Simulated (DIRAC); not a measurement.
# BH at B3LYP/dyall-cv2z (sfX2C, uncontracted yes)

We compute a point of an energy scan of BH. 

Program for the calculation: DIRAC 26.1 (patched).

15 further runs of the same task are left out: 1 that didn't finish, 14 set aside as unsound or not needed.

### Step 1. The system as given

The species is BH (2 atoms), meant as a singlet with charge 0.

Bond lengths: B1–H2 1.218 Å.

### Step 2. A point of an energy scan at B3LYP/dyall-cv2z (sfX2C, uncontracted yes)

mol.mol reads:

```
DIRAC
BH
dyall-cv2z
C   2              A
        5.    1
B         0.00000000      0.00000000      0.00000000
LARGE BASIS dyall.cv2z
        1.    1
H         0.00000000      0.00000000      1.21768992
LARGE BASIS dyall.cv2z
FINISH
```

scf.inp reads:

```
! scan
**DIRAC
.WAVE FUNCTION
**HAMILTONIAN
.X2C
.SPINFREE
.DFT
B3LYP-G
**INTEGRALS
*READIN
.UNCONTRACT
**WAVE FUNCTION
.SCF
*END OF INPUT
```

The run is started by

```sh
$ pam --inp=scf.inp --mol=mol.mol --noarch --mw=122 --aw=276
```

The program printed:

```text
SCF - CYCLE
                                   -----------

* Convergence on norm of error vector (gradient).
  Desired convergence:1.000D-07
  Allowed convergence:1.000D-06

* ERGVAL - convergence in total energy
* FCKVAL - convergence in maximum change in total Fock matrix
* EVCVAL - convergence in error vector (gradient)
--------------------------------------------------------------------------------------------------------------------------------
           Energy               ERGVAL    FCKVAL    EVCVAL      Conv.acc    CPU          Integrals
--------------------------------------------------------------------------------------------------------------------------------
It.    1    -12.91230124773      0.00D+00  0.00D+00  0.00D+00               0.00510100s   Atom. scrpot
It.    2    -25.28594754716      1.24D+01 -1.03D+00  3.11D-01               0.14300000s   LL
It.    3    -25.30400979128      1.81D-02 -1.15D-01  6.29D-02   DIIS   2    0.06300000s   LL
It.    4    -25.30560137413      1.59D-03  3.76D-02  1.22D-02   DIIS   3    0.06200000s   LL
It.    5    -25.30565262614      5.13D-05 -8.41D-03  2.10D-03   DIIS   4    0.06200000s   LL
It.    6    -25.30565426704      1.64D-06  1.16D-03  2.38D-04   DIIS   5    0.06300000s   LL
It.    7    -25.30565429075      2.37D-08 -1.30D-04  6.10D-06   DIIS   6    0.06200000s   LL
It.    8    -25.30565429077      1.79D-11  1.51D-06  5.61D-07   DIIS   7    0.06200000s   LL
It.    9    -25.30565429077      1.24D-13  1.93D-07  3.75D-08   DIIS   7    0.06100000s   LL
--------------------------------------------------------------------------------------------------------------------------------
* Convergence after    9 iterations.
      No 2-ints    :    0.00500000s
      LL           :    0.07225000s

                                   TOTAL ENERGY
                                   ------------

   Charge of molecule : 0

   Electronic energy                        :    -27.478527703991894

   Other contributions to the total energy
   Nuclear repulsion energy                 :      2.172873413224937

   Sum of all contributions to the energy
   Total energy                             :    -25.305654290766956

                                   Eigenvalues
                                   -----------

* Boson symmetry A1
  * Closed shell, f = 1.0000
    -6.84068952975  ( 2)       -0.49012028067  ( 2)       -0.23629472657  ( 2)
  * Virtual eigenvalues, f = 0.0000
     0.07898379560  ( 2)        0.12382383069  ( 2)        0.24695413521  ( 2)        0.47515646490  ( 2)        0.71174793045  ( 2)
     0.75607463094  ( 2)        0.96059639668  ( 2)        1.34699402653  ( 2)        1.77381787457  ( 2)        3.15480460467  ( 2)
     3.98372755527  ( 2)        5.63498505701  ( 2)       11.54838734177  ( 2)       17.23411987865  ( 2)       25.35714117792  ( 2)
    53.37782491712  ( 2)       59.91536291958  ( 2)      155.86956299291  ( 2)      200.78591459065  ( 2)      710.92719552006  ( 2)
  2826.60310657582  ( 2)    13226.81916966449  ( 2)

* Boson symmetry B1
  * Virtual eigenvalues, f = 0.0000
    -0.09381780831  ( 2)        0.14881676481  ( 2)        0.63755305487  ( 2)        0.79233883090  ( 2)        1.21213134982  ( 2)
     2.97688062067  ( 2)       11.41160387306  ( 2)       53.27441940183  ( 2)

* Boson symmetry B2
  * Virtual eigenvalues, f = 0.0000
    -0.09381780831  ( 2)        0.14881676481  ( 2)        0.63755305487  ( 2)        0.79233883090  ( 2)        1.21213134982  ( 2)
     2.97688062067  ( 2)       11.41160387306  ( 2)       53.27441940183  ( 2)

* Boson symmetry A2
  * Virtual eigenvalues, f = 0.0000
     0.71174793068  ( 2)

* Occupation in fermion symmetry E1
  * Inactive orbitals
      A1   A1   A1
  * Virtual orbitals
      B2   B1   A1   A1   B1   B2   A1   A1   B1   B2   A1   A2   A1   B1   B2   A1   B1   B2
      A1   A1   B1   B2   A1   A1   A1   B2   B1   A1   A1   A1   B2   B1   A1   A1   A1   A1
      A1   A1   A1

* Occupation of subblocks
                       E1 :  A1   B1   B2   A2
  closed shells (f=1.0000):    3    0    0    0
 virtual shells (f=0.0000):   22    8    8    1
tot.num. of pos.erg shells:   25    8    8    1

* HOMO - LUMO gap:

    E(LUMO) :    -0.09381781 au (symmetry B2 )
  - E(HOMO) :    -0.23629473 au (symmetry A1 )
  ------------------------------------------
    gap     :     0.14247692 au

 * Closing HDF5 checkpoint file
    - Checkpoint file contains all required data, can be used for restarts
    - Checkpoint file closed

*****************************************************
********** E N D   of   D I R A C  output  **********
*****************************************************

>>>> Total WALL time used in DIRAC: 1s
```

Wall time 0.77 s (1 thread of Arm Neoverse V1, shared host); peak memory 0.073 GiB.

### Step 3. What came out

At B3LYP/dyall-cv2z (sfX2C, uncontracted yes):

| quantity | value |
| --- | --- |
| total energy | -25.30565 Eh |
| HOMO energy | -6.43 eV |
| LUMO energy | -2.55 eV |
| HOMO–LUMO gap | 3.88 eV |
